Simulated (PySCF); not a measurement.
## Stretching BH

Set-up: B def2-TZVPPD, H def2-TZVPPD; no relativity (PySCF 2.14). Energies in eV from B + H in their ground configurations at the same level. All curves are PBE0. state 1: ¹Σ⁺ (singlet), closed shell; state 2: ³Π (triplet), unpaired electrons σ ↑, π ↑, a second solution, started from another occupation; state 3: Ms = 0 determinant of mixed spin (⟨S²⟩ near 1.0), unpaired electrons σ ↑, π ↓, a second solution, started from another occupation.

```tsv
R (Å)	state 1	state 2	state 3
1.067	-3.116	-2.361	-1.674
1.117	-3.318	-2.517	-1.841
1.167	-3.435	-2.587	-1.923
1.204	-3.479	-2.595	-1.941
1.241	-3.492	-2.572	-1.929
1.278	-3.480	-2.524	-1.892
1.328	-3.431	-2.428	-1.814
1.390	-3.331	-2.270	-1.681
1.464	-3.168	-2.044	-1.491
1.564	-2.907	-1.714	-1.218
```

Question: Put a parabola through the three lowest points of the state 1 curve and estimate Re, k and ωe (reduced mass 0.9233 u; 1 eV/Å² = 0.16022 mdyn/Å; ωe = 1302.8·√(k/μ) cm⁻¹).

Answer: Through R = 1.204, 1.241, 1.278 Å the second-order coefficient is 9.13 eV/Å², so Re ≈ 1.242 Å, k ≈ 2.93 mdyn/Å and ωe ≈ 2319 cm⁻¹. A polynomial fit of higher order to the unrounded PBE0 energies gives Re = 1.240 Å, k = 2.95 mdyn/Å, ωe = 2330 cm⁻¹; anharmonicity and rounding make the difference.

The higher-order fit for each curve: state 1: Re = 1.240 Å, ωe = 2330 cm⁻¹, De = 3.49 eV; state 2: Re = 1.194 Å, ωe = 2632 cm⁻¹, minimum 2.60 eV below the ground-state fragments; state 3: Re = 1.206 Å, ωe = 2513 cm⁻¹, minimum 1.94 eV below the ground-state fragments.
